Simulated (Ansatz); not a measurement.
A made-up structure of CH4OS, singlet:

| atom | x (Å) | y (Å) | z (Å) |
| --- | --- | --- | --- |
| C1 | -0.7035 | 0.3922 | -0.0044 |
| O2 | 0.5351 | 0.3264 | 0.6836 |
| S3 | 1.3306 | -1.1058 | 0.5266 |
| H4 | -0.5509 | 0.3730 | -1.0888 |
| H5 | 1.9021 | -2.2483 | 0.9930 |
| H6 | -1.1601 | 1.3413 | 0.2808 |
| H7 | 1.9076 | -0.8914 | -0.6779 |

It is relaxed with PBE-D4/def2-SVP and then PBE0-D4/def2-TZVP (Ansatz 0.2.0). Atoms count as bonded within 1.22 times the sum of their covalent radii (H–H: 0.88 Å). The end point is not checked to be a true minimum.

Task: Does its bonding change? (A judgement: the text doesn't fix the answer.)

Result: By the calculation: Yes. Formed: none; broken: O2–S3.

Where it ends: The first stage lowers the energy by 5.24 eV in 22 steps. It ends as a complex of CH₂O ([CH2][O]) + H₂S:
C1  (-0.521, 0.804, -0.132)
O2  (0.608, 1.170, 0.032)
S3  (1.613, -2.017, 0.908)
H4  (-0.815, -0.254, 0.012)
H5  (2.061, -2.329, -0.317)
H6  (-1.320, 1.507, -0.435)
H7  (1.637, -0.695, 0.645)
(Å)

Labels in which every atom is bracketed show which atoms are joined, not bond orders.

For scale, one of the runs: PBE0-D4/def2-TZVP relaxation, 123 basis functions, launched by `ansatz run in.yaml --threads 2 --pin off --events-out ev --progress --plain --max-ram 4352MiB`. Hardware: 2 CPU threads of an Arm Neoverse V1, shared host. Wall time about 20 s.
